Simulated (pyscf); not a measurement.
## Four-centre exchange: `[SH2]` + `[Cl][Ga]([Cl])[Cl]` → `[SH][Ga]([Cl])[Cl]` + `[ClH]`

Gas phase, singlet surface, charge 0. Bonds broken: S1–H2, Cl4–Ga5. Bonds formed: S1–Ga5, H2–Cl4. Structures and frequencies: ωB97X-D3(BJ)/def2-SVP in PySCF.

Transition state (Å):

```xyz
7

S      0.9286    -0.0527     0.0123
H     -0.4244     0.8115    -0.7150
H      0.9324     0.6841     1.1429
Cl    -1.9056     0.8323    -0.8723
Ga    -1.1174    -0.9994     0.4820
Cl    -1.7790    -0.6619     2.4816
Cl    -1.5437    -2.8066    -0.5572
```

One imaginary mode, 684i cm⁻¹; descent along it reached the two sides named, in the forms told below.

```json
[
 {"bond": "S1–H2", "change": "breaks", "reactant side (Å)": "1.349", "saddle": "1.762", "product side": "2.7"},
 {"bond": "Cl4–Ga5", "change": "breaks", "reactant side (Å)": "2.152", "saddle": "2.410", "product side": "2.7"},
 {"bond": "S1–Ga5", "change": "forms", "reactant side (Å)": "2.513", "saddle": "2.303", "product side": "2.203"},
 {"bond": "H2–Cl4", "change": "forms", "reactant side (Å)": "3.0", "saddle": "1.490", "product side": "1.295"}
]
```

Electronic energies relative to the separated reactants (kcal/mol):

```json
[
 {"level": "ωB97X-D3(BJ)/def2-TZVP", "barrier": "0.9", "reaction energy": "+3.9", "reverse barrier": "-3.0"},
 {"level": "PBE/def2-TZVP", "barrier": "-0.2", "reaction energy": "+3.6", "reverse barrier": "-3.9"},
 {"level": "r²SCAN/def2-TZVP", "barrier": "-0.4", "reaction energy": "+4.3", "reverse barrier": "-4.7"},
 {"level": "B3LYP-D3(BJ)/def2-TZVP", "barrier": "2.8", "reaction energy": "+4.4", "reverse barrier": "-1.6"},
 {"level": "PBE0-D3(BJ)/def2-TZVP", "barrier": "-0.4", "reaction energy": "+3.8", "reverse barrier": "-4.2"},
 {"level": "M06-2X/def2-TZVP", "barrier": "3.7", "reaction energy": "+5.5", "reverse barrier": "-1.8"},
 {"level": "ωB97M-D3(BJ)/def2-TZVP", "barrier": "5.3", "reaction energy": "+4.8", "reverse barrier": "0.6"},
 {"level": "HF/def2-TZVP", "barrier": "22.9", "reaction energy": "+7.8", "reverse barrier": "15.1"}
]
```

With ωB97M-D3(BJ)/def2-TZVP energies and thermal terms (ideal gas, 1 atm, RRHO with modes under 100 cm⁻¹ raised to 100, one conformer, R ln 2 for rigid chiral ones), in kcal/mol:

```csv
T (K),ΔH‡,ΔG‡,ΔH,ΔG
298,4.1,14.6,+4.8,+4.5
600,4.6,25.0,+5.3,+3.9
900,5.4,35.0,+5.7,+3.1
1200,6.3,44.8,+6.0,+2.2
```

On the reactant side the descent ends in an adduct with a Ga–S contact, 19.5 kcal/mol under the separated species and 20.4 kcal/mol under the saddle at ωB97X-D3(BJ)/def2-TZVP. On the product side the descent ends in an adduct with a Cl–Ga contact, 7.8 kcal/mol under the separated species and 4.8 kcal/mol under the saddle at ωB97X-D3(BJ)/def2-TZVP. At PBE, r²SCAN, PBE0-D3(BJ) the saddle lies under the separated reactants, which points to a path from their complex (located at ωB97X-D3(BJ) alone). At ωB97X-D3(BJ), PBE, r²SCAN, B3LYP-D3(BJ), PBE0-D3(BJ), M06-2X the saddle lies under the separated products, which points to a path from their complex (located at ωB97X-D3(BJ) alone), and parting the products costs more than the saddle. What is counted as formed (Ga–S) is already present as a longer contact in the reactant adduct; forming that adduct is a step of its own. What is counted as broken (Cl–Ga) persists as a longer contact in the product adduct; parting that adduct is a step of its own. This is the saddle that the search found; another between the same sides may lie lower. Elements up to Kr have no core potential and no relativistic terms here.
